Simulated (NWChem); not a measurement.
System: Al anion, triplet

NWChem input:

```
start job
memory heap 200 mb stack 900 mb global 1100 mb
charge -1
geometry units angstroms noautoz
  Al     0.000000     0.000000     0.000000
end
basis spherical
  Al library def2-svpd
end
dft
  odft
  mult 3
  xc pbe0
  iterations 150
  mulliken
end
task dft energy
```

The open p shell is one determinant without spherical averaging. No stability test was run on the SCF state. The highest occupied level is positive, so the extra electron may be held by the finite basis.

### Question
Give the results of this calculation. (PBE0/def2-SVPD, spin-unrestricted.) Quantities: basis functions; energy (Ha); highest occupied level (eV); lowest empty minus highest occupied level, either spin (eV); <S²>.

### Answer
The number of basis functions is 24, the energy (Ha) comes out as -242.17 and the highest occupied level (eV) comes out as 1.90. The lowest empty minus highest occupied level, either spin (eV) is 1.72 and the <S²> is 2.01.
